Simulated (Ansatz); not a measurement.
# C4H8S: a ladder of functionals and wavefunction methods

One table from this session's results is given with a row withheld; the runs are named, their logs left out.

Program: Ansatz 0.2.0, Gaussian basis. Level of theory: functionals in def2-TZVPP, the program's frozen cores in correlated methods. These are calculated values, not measurements.

Levels to be run: PBE-D4, r2SCAN-D4, PBE0-D4, B3LYP-D4, ωB97X-V, ωB97M-V, B2PLYP; CCSD(T)/def2-TZVPP; MP2/def2-QZVPP; extrapolation to the limit.

### The geometry

All runs share one geometry, relaxed beforehand with PBE0-D4 in a triple-zeta def2 set.

13 atoms, charge 0, spin multiplicity 1.

Atoms are counted from 1 here; the program's logs count them from 0.

Bond lengths: C1–C2 1.501 Å, C1–H6 1.093 Å, C1–H7 1.093 Å, C1–H8 1.093 Å, C2–C3 1.495 Å, C2–C4 1.499 Å, C2–H9 1.085 Å, C3–C4 1.502 Å, C3–H10 1.084 Å, C3–H11 1.083 Å, C4–S5 1.777 Å, C4–H12 1.085 Å, S5–H13 1.344 Å. Angles: C2–C1–H6 111.0°, C2–C1–H7 111.1°, C2–C1–H8 111.4°, H6–C1–H7 107.6°, H6–C1–H8 107.8°, H7–C1–H8 107.9°, C1–C2–C3 120.5°, C1–C2–C4 119.6°, C1–C2–H9 115.5°, C3–C2–C4 60.2°, C3–C2–H9 115.1°, C4–C2–H9 114.6°, C2–C3–C4 60.0°, C2–C3–H10 118.3°, C2–C3–H11 118.2°, C4–C3–H10 117.1°, C4–C3–H11 117.5°, H10–C3–H11 114.9° and more.

The first run:

Contents of in.yaml:

```yaml
crystal:
  periodic: [false, false, false]
  atoms:
    - {symbol: C, position_ang: [-1.293056, 0.397033, 0.952453]}
    - {symbol: C, position_ang: [0.101812, 0.036852, 0.530276]}
    - {symbol: C, position_ang: [0.375679, -1.261550, -0.158707]}
    - {symbol: C, position_ang: [0.455857, 0.026726, -0.926730]}
    - {symbol: S, position_ang: [2.064919, 0.527150, -1.491452]}
    - {symbol: H, position_ang: [-2.027494, 0.027834, 0.231810]}
    - {symbol: H, position_ang: [-1.534878, -0.041389, 1.924347]}
    - {symbol: H, position_ang: [-1.417956, 1.480197, 1.032218]}
    - {symbol: H, position_ang: [0.893760, 0.386505, 1.184515]}
    - {symbol: H, position_ang: [-0.461715, -1.914518, -0.375255]}
    - {symbol: H, position_ang: [1.305578, -1.771353, 0.060274]}
    - {symbol: H, position_ang: [-0.351441, 0.219880, -1.624916]}
    - {symbol: H, position_ang: [1.909336, 1.851834, -1.323932]}
basis:
  gaussian: {orbitals: def2-TZVPP}
hamiltonian: {xc: pbe, dispersion: d4}
output: {forces: true, orbitals: {seedname: orbitals}}
```

Run with:

```sh
$ ansatz run in.yaml --threads 4 --pin off --events-out ev --progress --plain --max-ram 10444MiB
```

Steps of the session up to this table: PBE-D4 (GGA); r2SCAN-D4 (meta-GGA); PBE0-D4 (hybrid); B3LYP-D4 (hybrid); ωB97X-V (range-separated); ωB97M-V (range-separated); B2PLYP (double hybrid); CCSD(T) in def2-TZVPP; MP2 in def2-QZVPP.

One table of the session follows, with a row left open; its other results are not shown here.

```
            method  atomisation energy (eV)
            PBE-D4                   53.662
         r2SCAN-D4                   52.634
           PBE0-D4                   52.984
          B3LYP-D4                   52.364
           ωB97X-V                   52.619
           ωB97M-V                   52.663
            B2PLYP                   51.841
     HF/def2-TZVPP                   38.818
    MP2/def2-TZVPP                        ?
   CCSD/def2-TZVPP                   50.429
CCSD(T)/def2-TZVPP                   51.162
           MP2/CBS                   53.082
       CCSD(T)/CBS                   52.357
```

Q: Estimate the row for MP2/def2-TZVPP from the others.

The run gave: atomisation energy (eV): 51.887. In the column «atomisation energy (eV)» it lies between B2PLYP (51.841) and CCSD(T)/CBS (52.357).

Limits of these values: Free atoms (4 C, 1 S, 8 H) were run apart at each level; the atomisation energy is their sum less the molecule, without zero-point or spin-orbit terms.
